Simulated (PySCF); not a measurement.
Compound: C4H11PS.
Cartesian coordinates in Å at the PBE0-D3(BJ)/def2-SVP level; atoms count from 1:
```
atom  x, y, z in Å
C1    -2.5059   -0.7243    1.2329
S2    -1.3790   -1.4913    0.0495
C3    -0.5531   -0.0183   -0.6032
P4     0.5590    0.8050    0.6478
C5     1.9067   -0.4543    0.6884
C6     1.3257    2.0784   -0.4545
H7    -3.2654   -0.1129    0.7217
H8    -3.0094   -1.5404    1.7685
H9    -1.9567   -0.1032    1.9557
H10    0.0234   -0.3602   -1.4798
H11   -1.3028    0.7064   -0.9629
H12    2.3471   -0.6358   -0.3059
H13    2.6995   -0.1329    1.3802
H14    1.4794   -1.3953    1.0664
H15    2.1488    2.5745    0.0824
H16    1.7226    1.6478   -1.3886
H17    0.5808    2.8494   -0.7041
```

Computed with PySCF at PBE0/pcSseg-1 and wB97X-D/def2-SVPD, non-relativistic, on one gas-phase PBE0-D3(BJ)/def2-SVP geometry that isn't relaxed in the solvent. The solvent is an IEF-PCM continuum (Bondi radii, 1.10 Å for H, scaled by 1.2). Only the electrostatic response of the medium enters.

Gas phase at PBE0/pcSseg-1: HOMO -6.22 eV, LUMO 0.91 eV, dipole 1.34 D.

Question: What does the continuum do to the energy, the frontier levels and the dipole at PBE0/pcSseg-1 in chloroform and methanol?

Answer: 
| solvent | ε | E(solvent) − E(gas) (kJ/mol) | polarisation term (kJ/mol) | distortion of the solute (kJ/mol) | HOMO (eV) | LUMO (eV) | dipole (D) |
| --- | --- | --- | --- | --- | --- | --- | --- |
| chloroform | 4.711 | -13.33 | -14.79 | 1.46 | -6.26 | 0.98 | 1.76 |
| methanol | 32.61 | -18.76 | -21.82 | 3.06 | -6.31 | 0.97 | 1.97 |

Polarisation term: ½ Σ q·V over the induced surface charges. Distortion: the rise of the solute's own energy as its density leaves the gas-phase optimum. From chloroform to methanol the lowering changes by a factor 1.41, Onsager's factor (ε − 1)/(2ε + 1) by 1.34 and ε itself by 6.9.

Question: Which radius a makes the point-dipole formula ΔE = −[(ε − 1)/(2ε + 1)]·μ²/a³ give the value in methanol, with the gas-phase dipole?

Answer: μ = 0.526 au and |ΔE| = 0.00715 Eh give a = 1.40 Å; the farthest nucleus lies 3.85 Å from the centroid of the nuclei, so such a sphere wouldn't even hold the nuclei. The formula assumes a rigid point dipole at the centre of a sphere.

Question: Give the dipole vector in the frame of the coordinates (D, pointing from negative to positive charge), gas and methanol.

Answer: Gas (0.36, 1.18, -0.51), solvent (0.52, 1.65, -0.94). Its length changes by +47 % and its direction by 6°.

Question: Which ESP-fitted charges (PBE0/pcSseg-1) respond most in chloroform (means over atoms taken as equivalent)?

Answer: 
```csv
atoms,environment,gas (e),solvent (e),change
S2,sulfide sulfur,-0.252,-0.304,-0.052
P4,phosphine phosphorus,+0.034,-0.002,-0.036
C1,S-methyl carbon,-0.002,+0.026,+0.028
C3,sp3 carbon bound to sulfur,-0.273,-0.259,+0.014
C5/C6,sp3 carbon bound to phosphorus,-0.513,-0.525,-0.012
H10/H11,methylene hydrogen,+0.187,+0.199,+0.012
H12 (×6),methyl hydrogen,+0.168,+0.176,+0.008
H7/H8/H9,methyl hydrogen,+0.046,+0.045,-0.001
```

Gas phase at wB97X-D/def2-SVPD: HOMO -8.02 eV, LUMO 2.11 eV, dipole 1.39 D.

Question: What does the continuum do to the energy, the frontier levels and the dipole at wB97X-D/def2-SVPD in chloroform?

Answer: 
```
   solvent      ε  E(solvent) − E(gas) (kJ/mol)  polarisation term (kJ/mol)  distortion of the solute (kJ/mol)  HOMO (eV)  LUMO (eV)  dipole (D)
chloroform  4.711                        -13.41                      -15.27                               1.86      -8.07       2.16        1.87
```

Question: How does the static polarisability (wB97X-D/def2-SVPD, frozen core, with the continuum's full static response) change?

Answer: 
```json
{"medium": "gas", "isotropic (au)": "98.0", "principal values (au)": "86.2, 92.2, 115.8", "⟨r²⟩ of the electrons (bohr²)": "1136.7"}
{"medium": "chloroform", "isotropic (au)": "125.2", "principal values (au)": "113.4, 119.5, 142.8", "⟨r²⟩ of the electrons (bohr²)": "1136.3"}
```

The isotropic value in chloroform is 1.28 times the gas-phase one; no cavity-field correction is applied. ⟨r²⟩ is taken about the centre of nuclear charge.

wB97X-D is run here without its empirical dispersion term; that term would change no orbital, density or response property at a fixed geometry.
